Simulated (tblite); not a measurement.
Compound: C₃H₃N₂ (charge -1).
Bonds: C1–C2 (aromatic), C2–N3 (aromatic), N3–C4 (aromatic), C4–N5 (aromatic), C1–N5 (aromatic). Hydrogens: H6 on C1; H7 on C2; H8 on C4.
Bond orders are those of one Lewis drawing.

Computed with GFN2-xTB (tblite), gas phase: Langevin dynamics at 300 K from the optimised GFN2-xTB geometry, time step 0.5 fs, friction 0.01 fs⁻¹, 2000 steps. The instantaneous temperature is 2·E(kin)/(3Nk) with all 3N coordinates.

```tsv
t (fs)	T (K)	E(pot) above start (eV)	C1–C2 (Å)	C2–N3 (Å)	N3–C4 (Å)	C4–N5 (Å)	C1–N5 (Å)	C1–H6 (Å)
0	234	0.000	1.374	1.360	1.333	1.333	1.360	1.084
50	239	0.167	1.396	1.364	1.343	1.308	1.353	1.080
100	371	0.296	1.430	1.374	1.319	1.343	1.335	1.127
150	307	0.388	1.408	1.356	1.332	1.356	1.352	1.054
200	287	0.256	1.368	1.376	1.343	1.364	1.394	1.129
250	325	0.199	1.351	1.378	1.340	1.349	1.396	1.051
300	275	0.180	1.370	1.346	1.352	1.340	1.374	1.113
350	271	0.286	1.421	1.311	1.360	1.318	1.325	1.079
400	387	0.251	1.431	1.310	1.342	1.344	1.338	1.095
450	290	0.230	1.417	1.325	1.378	1.316	1.357	1.079
500	187	0.268	1.382	1.357	1.378	1.305	1.416	1.078
550	258	0.203	1.352	1.346	1.375	1.316	1.420	1.139
600	251	0.284	1.384	1.361	1.359	1.341	1.399	1.053
650	234	0.184	1.356	1.341	1.332	1.350	1.403	1.093
700	432	0.344	1.409	1.361	1.298	1.323	1.398	1.079
750	383	0.228	1.358	1.386	1.338	1.300	1.376	1.097
800	312	0.252	1.367	1.389	1.302	1.311	1.369	1.075
850	336	0.155	1.382	1.379	1.299	1.358	1.355	1.119
900	396	0.198	1.366	1.364	1.326	1.349	1.342	1.105
950	212	0.338	1.361	1.389	1.381	1.313	1.324	1.066
1000	388	0.184	1.377	1.321	1.342	1.375	1.348	1.063
```

Question: From 500 fs on, how do temperature and potential energy compare with equipartition?

Answer: The mean temperature of these 11 frames is 308 K against the target 300 K, and the mean potential energy 0.24 eV against 18 × kT/2 = 0.23 eV for 18 classical harmonic modes. For 8 atoms in a canonical ensemble the temperature itself scatters by T·√(2/(3N)) = 87 K; here its standard deviation is 80 K. The whole run lasts only 10 friction times of 100 fs, so these averages carry a wide statistical error.

Question: What are the kinetic and total energies of the listed frame with the highest potential energy?

Answer: The one at 150 fs, 0.388 eV above the start. Its kinetic energy is 3NkT/2 = 0.317 eV at 307 K, so the sum is 0.71 eV; over the listed frames the sum runs from 0.24 to 0.79 eV, since the thermostat adds and removes energy.

Question: How much do the listed bonds fluctuate from 500 fs on?

Answer: 
```csv
bond,at the start (Å),mean (Å),standard deviation (Å)
C1–C2,1.374,1.372,0.016
C2–N3,1.360,1.363,0.021
N3–C4,1.333,1.339,0.030
C4–N5,1.333,1.331,0.024
C1–N5,1.360,1.377,0.031
C1–H6,1.084,1.088,0.025
```

The motion is classical and holds no zero-point motion.

The cost below is that of the whole dynamics run. Hardware: an Intel Xeon 6975P-C with one thread, shared host with 192 logical CPUs at a one-minute load of 68. Cost: 3.7 s of wall time, 0.18 GiB resident at most.
